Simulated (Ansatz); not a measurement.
We consider hcp Hf, described by PBE+SOC in Ansatz (plane waves, PAW).

Run with plane-wave cutoff 520 eV, 18×18×12 k mesh (along the axes of the cell as run), Fermi–Dirac smearing 0.05 eV, PAW data made under PBE.

Energies at three volumes about the minimum:

```json
[
 {"V (Å³/atom)": "22.024", "E − E_lowest (meV/atom)": "3.09"},
 {"V (Å³/atom)": "22.474", "E − E_lowest (meV/atom)": "0.00"},
 {"V (Å³/atom)": "22.923", "E − E_lowest (meV/atom)": "2.92"}
]
```

Question: Fit a parabola by hand: where is the minimum, and what is the bulk modulus?

Answer: Slopes: (0.00 − 3.09)/(22.474 − 22.024) = -6.867 and (2.92 − 0.00)/(22.923 − 22.474) = 6.503 meV/Å³. Curvature E″ = 2 × (6.503 − (-6.867))/(22.923 − 22.024) = 29.744 meV/Å⁶. From the middle of the first interval, the slope vanishes at V0 = 22.2490 − (-6.867)/29.744 = 22.480 Å³/atom. B = V0 E″ = 22.480 × 29.744 meV/Å³ × 0.1602 GPa per meV/Å³ = 107 GPa. The full Birch–Murnaghan fit to all volumes gives V0 = 22.474 Å³/atom and B0 = 107 GPa.

Shape and atoms are relaxed at each volume.

Measured, for comparison: bulk modulus 110 GPa (zero-point energy and finite temperature contributions removed; as tabulated in doi:10.1021/acs.jctc.3c00612); equilibrium volume per atom 22.30 Å³/atom (copied from a table, unchecked, extrapolated to 0 K and zero-point effects removed; as tabulated in Lejaeghere et al. (2013), arXiv:1204.2733). Computed less measured: bulk modulus -2.7 %, equilibrium volume per atom not scored (unchecked).

Ansatz is a first-principles code.
